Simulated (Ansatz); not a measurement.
Molecule: C2H7N (charge 0, singlet). 
Geometry from a B3LYP-D3(BJ)/def2-TZVP (Ansatz, a quantum-chemistry and plane-wave program) optimisation:
SMILES: CNC
```xyz
10

C     -0.0183    -0.2257     1.2115
N     -0.0165     0.5806     0.0024
C     -0.0428    -0.2163    -1.2126
H      0.7946    -0.9698     1.2537
H      0.0610     0.4203     2.0868
H     -0.9638    -0.7689     1.2836
H      0.7920     1.1896    -0.0034
H      0.7690    -0.9601    -1.2770
H      0.0189     0.4364    -2.0843
H     -0.9897    -0.7590    -1.2698
```
Charge 0, spin multiplicity 1.

Computed values are from Ansatz. Correlated levels leave the core frozen unless marked. Open shells are spin-unrestricted. Spin-orbit coupling is left out. Non-relativistic. Basis-set limits of correlation are two-point, X^-3; Hartree-Fock from the larger set. The bracket is a focal-point correction in the basis named.

### Question
What is the dipole moment at CCSD(T)/aug-cc-pVDZ?

### Answer
1.02 D.

### Question
What is the T1 diagnostic at CCSD/aug-cc-pVTZ?

### Answer
0.009.

### Question
What is the atomisation energy De at RI-MP2/CBS(aug-cc-pVTZ,aug-cc-pVQZ)+[CCSD(T)-MP2]/aug-cc-pVTZ?

### Answer
870.1 kcal/mol.

### Question
What is the total energy at RI-MP2/CBS(aug-cc-pVTZ,aug-cc-pVQZ)+[CCSD(T)-MP2]/aug-cc-pVTZ?

### Answer
-135.0012 Eh.
